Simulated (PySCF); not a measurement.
# XPS shifts beside NMR shieldings

C4H3FO.
SMILES with atom numbers: `[O:1]=[C:2]=[CH:3]/[CH:4]=[CH:5]\[F:6]`

Binding energies: delta-SCF UKS SCAN, pcX-2 on the ionised atom, pcseg-1 elsewhere, spin-free X2C (PySCF 2.14.0). Shieldings: GIAO PBE0/pcSseg-1, non-relativistic, same geometry.

| atom | isotropic shielding (ppm) |
| --- | --- |
| C2 | -21.5 |
| C3 | 165.4 |
| C4 | 83.5 |
| C5 | 33.7 |

Problem. What are the C 1s binding energies of these atoms?

Solution. 
| atom | environment | C 1s (eV) | isotropic shielding (ppm) |
| --- | --- | --- | --- |
| C4 | alkene CH carbon | 291.25 | 83.5 |
| C3 | outer carbon of cumulated double bonds | 291.30 | 165.4 |
| C5 | vinylic C–F carbon | 292.33 | 33.7 |
| C2 | central carbon of a ketene | 294.08 | -21.5 |

Problem. Among the listed atoms, is the one with the highest binding energy also the least shielded?

Solution. Yes: C2 has both (294.08 eV, -21.5 ppm).

By binding energy: C4 ≈ C3 < C5 < C2. By shielding: C2 < C5 < C4 < C3.

Spin contamination (⟨S²⟩ against 0.75 for a pure doublet) is marked for C 1s of C2 (0.87), which makes this value less certain. Isolated species at its GFN2-xTB geometry (one conformer only).

Shape of the structure used: `[O:1]=[C:2]=[CH:3]/[CH:4]=[CH:5]\[F:6]`: C2–C3–C4–C5 180°.
